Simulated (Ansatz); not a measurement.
# [SiH$_{3}$···H···Cl], doublet along the distance Si1-H5

Starting geometry:

| atom | x (Å) | y (Å) | z (Å) |
| --- | --- | --- | --- |
| Si | -1.7000 | 0.0000 | 0.0000 |
| H | -2.1948 | 1.3997 | 0.0000 |
| H | -2.1948 | -0.6999 | 1.2122 |
| H | -2.1948 | -0.6999 | -1.2122 |
| H | -0.2154 | 0.0000 | 0.0000 |
| Cl | 1.5400 | 0.0000 | 0.0000 |

From there H5 is moved from one fragment to the other while all else, the fragments' distance too, stays fixed; atoms are numbered as listed. Energies are in kcal/mol, counted from the starting geometry at the same level. Kohn–Sham curves are unrestricted where that lies lower.

Basis cc-pVDZ; Ansatz 0.2.0. Only valence electrons are correlated (noble-gas cores frozen). Prefix R: restricted or restricted open-shell reference; prefix U: unrestricted.

In so small a basis the reference is far from its limit while semilocal and hybrid functionals are nearer theirs (RPA and double hybrids share much of the reference's basis error), so the functionals' errors here hold much of the reference's basis and frozen-core error, which can add to them or hide them.

Full CI isn't at hand for all of this; UCCSDT(Q) serves as the reference, and is uncertain by about the last step of the cluster series.

| distance Si1-H5 (Å) | UCCSDT(Q) | PBE | r2SCAN | B97M-V | PBE0 | B3LYP | wB97M-V | B2PLYP | RPA-PBE |
| --- | --- | --- | --- | --- | --- | --- | --- | --- | --- |
| 1.485 | 0.0 | 0.0 | 0.0 | 0.0 | 0.0 | 0.0 | 0.0 | 0.0 | 0.0 |
| 1.543 | -0.9 | -2.1 | -1.8 | -1.8 | -1.8 | -1.4 | -1.2 | -1.2 | -0.9 |
| 1.658 | -1.6 | -4.5 | -3.9 | -3.8 | -3.7 | -2.5 | -2.3 | -2.2 | -1.4 |
| 1.774 | -2.8 | -5.7 | -5.4 | -4.9 | -5.0 | -3.1 | -3.3 | -3.1 | -1.9 |
| 1.890 | -3.9 | -5.2 | -5.6 | -5.0 | -5.3 | -2.7 | -3.8 | -3.5 | -2.2 |
